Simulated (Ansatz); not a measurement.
The parent structure is Ta in the bcc (W type) structure (space group Im-3m, No. 229; a = 3.282 Å).

Method: PBEsol in Ansatz (plane waves to 420 eV, PAW, spin-orbit coupling left out).

Perturbation: W takes the place of Ta on all its sites, then cell and atoms are relaxed.

Measured lattice parameter a: Ta 3.299 Å (static lattice; corrected from measurement; as listed in Daniel Mejia-Rodriguez, S. B. Trickey, Phys. Rev. B (2018)); W 3.16 Å (static lattice; corrected from measurement; as listed in Daniel Mejia-Rodriguez, S. B. Trickey, Phys. Rev. B (2018)).

### Question
How well does PBEsol reproduce the measured shift?

### Answer
With PBEsol the lattice parameter a moves by -0.128 Å (3.282 → 3.154) against -0.139 Å measured.

No phonon test of stability was made. All final runs are without spin polarisation.

Ansatz is a quantum-chemistry and plane-wave program.
